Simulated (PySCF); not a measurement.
chloromethane (CH₃Cl), SMILES CCl. Heavy atoms are numbered as in [CH3:1][Cl:2]. Hydrogens are named by the atom that carries them.

The structure is a stationary point at ωB97X-D3(BJ)/def2-TZVP.

All values below come from PySCF with HF/def2-TZVPD.

Mulliken values depend strongly on the basis, most of all with diffuse functions as here. ESP charges are fitted to the potential on shells at 1.4 to 2.0 van der Waals radii. Atomic charges (e), one atom of each kind:

```csv
atom,ESP fit,Mulliken
C1 (CH3),___,-0.07
Cl2,___,-0.29
H on C1,___,0.12
```

Some entries are withheld; supply them. (Estimate from the structure and the level; the computed values follow.)


- C1 (CH3), ESP fit: -0.40
- Cl2, ESP fit: -0.15
- H on C1, ESP fit: 0.18
